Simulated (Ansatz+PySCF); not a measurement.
triplet O₂: levels of theory in one basis

```xyz
2

O     0.0000    0.0000   -1.2180
O     0.0000    0.0000    1.2180
```

Basis set: STO-3G (spherical functions). Frozen core: 2 orbitals. Correlation on ROHF uses semicanonical orbitals with singles. Charge 0, multiplicity 3.

Computed with Ansatz (development build ahead of 0.2.0); each method stands on the lowest determinant of its kind that the runs found.

```json
{"method": "ROHF", "E − E(ROHF) (eV)": "0.00", "<S²> of the determinant": "2.00"}
{"method": "UHF", "E − E(ROHF) (eV)": "-2.48", "<S²> of the determinant": "2.99"}
{"method": "ROHF-MP2", "E − E(ROHF) (eV)": "-0.39", "<S²> of the determinant": "–"}
{"method": "UHF-MP2", "E − E(ROHF) (eV)": "-2.52", "<S²> of the determinant": "2.99"}
{"method": "ROHF-CCSD", "E − E(ROHF) (eV)": "-1.21", "<S²> of the determinant": "–"}
{"method": "UHF-CCSD", "E − E(ROHF) (eV)": "-3.77", "<S²> of the determinant": "2.99"}
{"method": "ROHF-CCSD(T)", "E − E(ROHF) (eV)": "-1.21", "<S²> of the determinant": "–"}
{"method": "UHF-CCSD(T)", "E − E(ROHF) (eV)": "-3.77", "<S²> of the determinant": "2.99"}
{"method": "full CI (lowest root of this spin)", "E − E(ROHF) (eV)": "-3.77", "<S²> of the determinant": "–"}
```

At such a shape the full CI root can have another spatial symmetry than the determinants, so the rows needn't describe one state.

Task: Is a single determinant a sound starting point here?

Result: It is doubtful. Unrestricted orbitals lower Hartree–Fock by 2.48 eV and <S²> is 2.99 where a pure state has 2.00, a sign of strong static correlation.

Caution for ROHF, ROHF-MP2, ROHF-CCSD, ROHF-CCSD(T): an unrestricted determinant lies well below. Caution for UHF, UHF-MP2, UHF-CCSD, UHF-CCSD(T): the unrestricted determinant is a mixture of spin states; the determinant may break the point group. Caution for ROHF-MP2, UHF-MP2, ROHF-CCSD, ROHF-CCSD(T): large amplitudes, a single reference is doubtful. Caution for ROHF-MP2: the program doubts this total. Caution for ROHF-MP2, ROHF-CCSD, ROHF-CCSD(T): a plain start can end on a higher determinant. Caution for ROHF-MP2, UHF-MP2: another reference gives a lower total. Caution for UHF-CCSD, UHF-CCSD(T): very large amplitudes, the method is breaking down; the amplitudes may be one of several solutions.
